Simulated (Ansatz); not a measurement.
Results of G0W0@HSE06 (Ansatz, an electronic-structure program, plane waves, hard PAW, contour deformation) for rock-salt KI.

The cell has the measured lattice parameters. Conventional cell: a = 7.0655 Å, b = 7.0655 Å, c = 7.0655 Å, α = 90.00°, β = 90.00°, γ = 90.00°.

The quasiparticle gap at Γ at a fixed k mesh 2×2×2:

| response cutoff | value (eV) |
|---|---|
| 150 eV, 676 empty bands | 6.515 |
| 200 eV, 1040 empty bands | 6.531 |
| 250 eV, 1454 empty bands | 6.536 |
| 300 eV, 1911 empty bands | 6.539 |

Problem. Taking the value to converge with the response cutoff E as E^(−3/2), extrapolate from the last two rows.

Solution. With y = y∞ + c/w and weights w = 3953 and 5196 for the last two rows, y∞ = (w2 y2 − w1 y1)/(w2 − w1) = (5196 × 6.539 − 3953 × 6.536)/1243 = 6.549 eV, which lies 0.010 beyond the last row. Successive pairs of rows give 6.561, 6.549, 6.549. The limit also hangs on the law assumed, so its last digits aren't firm.

The other settings are not extrapolated, so this is the limit in one setting alone.

Spin–orbit coupling is not included; with these elements it can move the gap by several tenths of an eV or more.

Note: GW on a hybrid start was not checked against another program.
